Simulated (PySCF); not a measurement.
## (LiH)2 ring

Geometry:
```tsv
atom	x (Å)	y (Å)	z (Å)
Li1	0.748	0.468	-0.657
H2	-0.711	1.058	-0.059
Li3	-0.749	-0.468	0.656
H4	0.712	-1.057	0.060
```

Method used: GIAO B97-2/def2-SVP magnetisability, rotational g tensor and spin-rotation constants, non-relativistic, gas phase in PySCF 2.14.0. Geometry: GFN2-xTB.

The bonding changed while the geometry was optimised; results refer to the coordinates, not to the name.

(1) Give the nuclear spin-rotation constants along the inertial axes (H = +C I·J) beside the isotropic shieldings.

Answers

(1) Rotational constants 153.9953, 29.7527, 24.9351 GHz.
| atom | isotope | Caa (kHz) | Cbb (kHz) | Ccc (kHz) | mean (kHz) | σ (ppm) |
| --- | --- | --- | --- | --- | --- | --- |
| Li1 | 7Li | 9.215 | 0.420 | 1.269 | 3.635 | 85.1 |
| H2 | 1H | -0.576 | -1.020 | -1.580 | -1.059 | 27.6 |
| Li3 | 7Li | 9.217 | 0.420 | 1.269 | 3.635 | 85.1 |
| H4 | 1H | -0.577 | -1.020 | -1.580 | -1.059 | 27.6 |

For the geometry as given, no vibrational averaging.
